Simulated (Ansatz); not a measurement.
Ansatz (a first-principles code) input file for CHF₃, SMILES FC(F)F, PBE-D3(BJ)/def2-TZVP. 

Ansatz 0.2 input:
```yaml
crystal:
  periodic: [false, false, false]
  atoms:
    - {symbol: F, position_ang: [1.08765644, 0.62795874, -0.12838282]}
    - {symbol: C, position_ang: [-0.00000000, -0.00000000, 0.33943876]}
    - {symbol: F, position_ang: [0.00000000, -1.25591748, -0.12838282]}
    - {symbol: F, position_ang: [-1.08765644, 0.62795874, -0.12838282]}
    - {symbol: H, position_ang: [0.00000000, -0.00000000, 1.42970348]}
basis:
  gaussian:
    orbitals: def2-TZVP
hamiltonian:
  xc: pbe
  dispersion: d3bj
relax: {f_tol: 0.002, max_steps: 200}
```

It prints:

```
WARN ansatz: RAYON_NUM_THREADS=1 ignored (pool sized by the plan → 1); use --threads N
Functional definition: PBE
integrals: 0.03 GiB planned
692 factors; their error is unknown
mean field: 0.32 GiB planned
mean field evaluation 1: about -9197.5107 eV, gradient 3.7e1 eV
mean field evaluation 2: about -9195.3020 eV, gradient 5.7e1 eV
mean field evaluation 4: about -9199.2669 eV, gradient 1.7e0 eV
mean field evaluation 8: about -9199.2681 eV, gradient 3.0e-2 eV
mean field evaluation 16: about -9199.2538 eV, gradient 1.8e-5 eV
mean field -9199.25375468 eV, -338.0663400064 hartree, gradient 1.8e-5 eV, S^2 0.000000; 0 other end points of the search recorded, 0 dependent functions left out
the calculation of the forces begins
reference -9199.25377475 eV, -338.0663407437 hartree; 17, 17 occupied and 113, 113 virtual orbitals, 692 factors
relax step   1: F+E_penalty+E_count = -9199.29721611 eV  Δ(F+E_penalty+E_count) = +0.000e0 eV  max|allowed force component| = 4.924e-1 eV/Å  Δτ_max = 0.0000 Å  (27 SCF iters, accepted)
these checks for a lower state are left out or cut short: starts, cluster_reference, orbital_swaps, neighbouring_geometries, increment
integrals: 0.03 GiB planned
692 factors; their error is unknown
mean field: 0.32 GiB planned
mean field -9199.26226276 eV, -338.0666526726 hartree, gradient 2.2e-5 eV, S^2 0.000000; 0 other end points of the search recorded, 0 dependent functions left out
the calculation of the forces begins
reference -9199.26228283 eV, -338.0666534101 hartree; 17, 17 occupied and 113, 113 virtual orbitals, 692 factors
relax step   2: F+E_penalty+E_count = -9199.30568847 eV  Δ(F+E_penalty+E_count) = -8.472e-3 eV  max|allowed force component| = 1.982e-1 eV/Å  Δτ_max = 0.0068 Å  (32 SCF iters, accepted)
these checks for a lower state are left out or cut short: starts, cluster_reference, orbital_swaps, neighbouring_geometries, increment
integrals: 0.03 GiB planned
692 factors; their error is unknown
mean field: 0.32 GiB planned
mean field evaluation 32: about -9199.2638 eV, gradient 2.2e-5 eV
mean field -9199.26381640 eV, -338.0667097678 hartree, gradient 2.2e-5 eV, S^2 0.000000; 0 other end points of the search recorded, 0 dependent functions left out
the calculation of the forces begins
reference -9199.26383646 eV, -338.0667105048 hartree; 17, 17 occupied and 113, 113 virtual orbitals, 692 factors
relax step   3: F+E_penalty+E_count = -9199.30721911 eV  Δ(F+E_penalty+E_count) = -1.531e-3 eV  max|allowed force component| = 1.232e-2 eV/Å  Δτ_max = 0.0041 Å  (32 SCF iters, accepted)
these checks for a lower state are left out or cut short: starts, cluster_reference, orbital_swaps, neighbouring_geometries, increment
integrals: 0.03 GiB planned
692 factors; their error is unknown
mean field: 0.32 GiB planned
mean field -9199.26381897 eV, -338.0667098620 hartree, gradient 2.2e-5 eV, S^2 0.000000; 0 other end points of the search recorded, 0 dependent functions left out
the calculation of the forces begins
reference -9199.26383902 eV, -338.0667105989 hartree; 17, 17 occupied and 113, 113 virtual orbitals, 692 factors
relax step   4: F+E_penalty+E_count = -9199.30722107 eV  Δ(F+E_penalty+E_count) = -1.957e-6 eV  max|allowed force component| = 9.731e-4 eV/Å  Δτ_max = 0.0001 Å  (33 SCF iters, accepted)
integrals: 0.03 GiB planned
692 factors; their error is unknown
mean field: 0.32 GiB planned
mean field evaluation 64: about -9199.2638 eV, gradient 2.7e-4 eV
mean field -9199.26381897 eV, -338.0667098620 hartree, gradient 2.2e-5 eV, S^2 0.000000; 1 other end points of the search recorded, 0 dependent functions left out
the calculation of the forces begins
reference -9199.26383902 eV, -338.0667105989 hartree; 17, 17 occupied and 113, 113 virtual orbitals, 692 factors
Total energy: -9199.30724112 eV, -338.0683055967 hartree
Atom 0 at     1.096375     0.632993    -0.131675 Å, force     0.000138     0.000079    -0.000112 eV/Å
Atom 1 at    -0.000000    -0.000000     0.339086 Å, force     0.000000    -0.000005     0.000973 eV/Å
Atom 2 at     0.000000    -1.265984    -0.131674 Å, force     0.000000    -0.000154    -0.000112 eV/Å
Atom 3 at    -1.096375     0.632993    -0.131675 Å, force    -0.000138     0.000079    -0.000112 eV/Å
Atom 4 at    -0.000000    -0.000001     1.439932 Å, force     0.000000     0.000002    -0.000637 eV/Å
Dipole moment:     0.000000    -0.000001     0.311678 e Å
```

The calculation finished and met its thresholds.

Cost: about 5 core-seconds (a rough figure).
